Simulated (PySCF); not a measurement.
C4H4O (charge -1 and doublet state).
Z-matrix (Å and degrees, GFN2-xTB geometry), rows numbered from 1:
```
O 
C   1  1.2577
C   2  1.4023  1  138.57
C   3  1.4059  2   94.28  1  -177.27
C   4  1.5125  3   91.61  2    -2.86
H   3  1.0852  2  133.27  1    -0.31
H   4  1.0805  3  133.66  2  -159.96
H   5  1.0979  2  114.52  1   -66.19
H   5  1.0974  2  115.61  1    60.95
```

The species is `[O-][C]1C=CC1` [radical] (charge -1).

Theory: UKS B3LYP, pcH-1 on C H O, non-relativistic, mean-field spin-orbit, GIAO in PySCF 2.14.0. Whether the extra electron is bound in the gas phase wasn't checked; a finite basis holds it in any case. A GFN2-xTB geometry isn't a minimum of the functional, and hyperfine couplings can be far from their values at a DFT geometry, by a factor of two or more for some ions and for spin on atoms past the first row. The SCF solution wasn't tested for stability.

(1) Predict the first-order ENDOR lines of H7, H8/H9 and H6 under fast tumbling at B = 332.8 mT (X band).

(2) Which pairs are centred on the nuclear Larmor frequency, and which on half the coupling?

(3) At what field would the lower line of H7 fall to zero frequency?

Answers

(1) ν± = |νn ± a/2|, one line for each electron-spin manifold; νn = |g_N| × 7.62259 MHz/T × B.

| nuclei | isotope | g_N | νn (MHz) | a_iso (MHz) | lower line (MHz) | upper line (MHz) |
| --- | --- | --- | --- | --- | --- | --- |
| H7 | 1H | 5.5857 | 14.17 | -29.02 | 0.34 | 28.68 |
| H8/H9 | 1H | 5.5857 | 14.17 | 8.61 | 9.87 | 18.47 |
| H6 | 1H | 5.5857 | 14.17 | -6.00 | 11.17 | 17.17 |

(2) Centred on νn, since |a| < 2νn: H8/H9 and H6. Centred on |a|/2 and split by 2νn: H7.

(3) Where νn = |a|/2, that is B = 14.51 MHz/(5.5857 × 7.62259 MHz/T) = 341 mT, as far as first order holds there.

Means are taken over nuclei equivalent by connectivity, which assumes that they swap fast.

The largest Mulliken spin populations are on C4 (+0.68), O1 (+0.17) and C2 (+0.17). Three atoms exceed +0.15. The angles at C4 add up to 355.6°, so it is nearly planar; its axial dipolar tensor and the negative coupling of its proton fit spin in a p orbital normal to that plane.

Hardware: one thread of an Arm Neoverse V2, no GPU, shared host with 96 logical CPUs at a one-minute load of 51. Cost: 17 s (grids of density and orbitals included), 0.68 GiB resident at most.

The SMILES draws the unpaired electron on C2; the largest computed Mulliken spin population is on C4 (0.68 against 0.17).
